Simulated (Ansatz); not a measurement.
# CH5Al: the cost of one run

Program: Ansatz 0.2.0. Level of theory: RKS LDA/def2-SVP. These are calculated values, not measurements.

1 further run of the same task is left out (it didn't finish).

## Step 1: The starting structure

Bond lengths: Al1–H2 1.760 Å, Al1–H3 1.760 Å, Al1–C4 1.970 Å, C4–H5 1.110 Å, C4–H6 1.110 Å, C4–H7 1.110 Å. Angles: H2–Al1–H3 33.3°, H2–Al1–C4 163.3°, H3–Al1–C4 163.3°, Al1–C4–H5 109.5°, Al1–C4–H6 109.5°, Al1–C4–H7 109.5°, H5–C4–H6 109.4°, H5–C4–H7 109.4°, H6–C4–H7 109.4°.

Coordinates:

```xyz
7

Al    0.0000    0.0000    0.0000
H     1.2076    0.0000    1.2804
H     1.7126    0.0000    0.4057
C    -1.7060    0.0000   -0.9850
H    -2.2662   -0.9305   -0.7558
H    -2.3102    0.8797   -0.6796
H    -1.5043    0.0508   -2.0753
```

## Step 2: A restrained relaxation towards end A

Springs on the bonds that form and break draw the guess towards this end; the thresholds are loose.

File input.yaml:

```yaml
crystal:
  periodic: [false, false, false]
  atoms:
    - { symbol: Al, position_ang: [0.0, 0.0, 0.0] }
    - { symbol: H, position_ang: [1.2076, 0.0, 1.2804] }
    - { symbol: H, position_ang: [1.7126, 0.0, 0.4057] }
    - { symbol: C, position_ang: [-1.706, 0.0, -0.985] }
    - { symbol: H, position_ang: [-2.2662, -0.9305, -0.7558] }
    - { symbol: H, position_ang: [-2.3102, 0.8797, -0.6796] }
    - { symbol: H, position_ang: [-1.5043, 0.0508, -2.0753] }
basis:
  gaussian: { orbitals: def2-SVP }
hamiltonian:
  xc: lda
relax:
  f_tol: 0.15
  max_steps: 25
  restrain:
    - { distance: [1, 2], at: 1.86, k: 30.0 }
    - { distance: [0, 1], at: 1.56, k: 30.0 }
    - { distance: [0, 2], at: 1.56, k: 30.0 }
```

Launch:

```console
$ ansatz run input.yaml --threads 1 --pin off --max-ram 2048MiB --backend cpu --events-out ev --progress --plain --runs-dir out
```

What time and memory should one allow on 1 thread of Intel Xeon Platinum 8488C (Sapphire Rapids), shared host?

About 3.1 s, with a peak of 0.12 GiB.
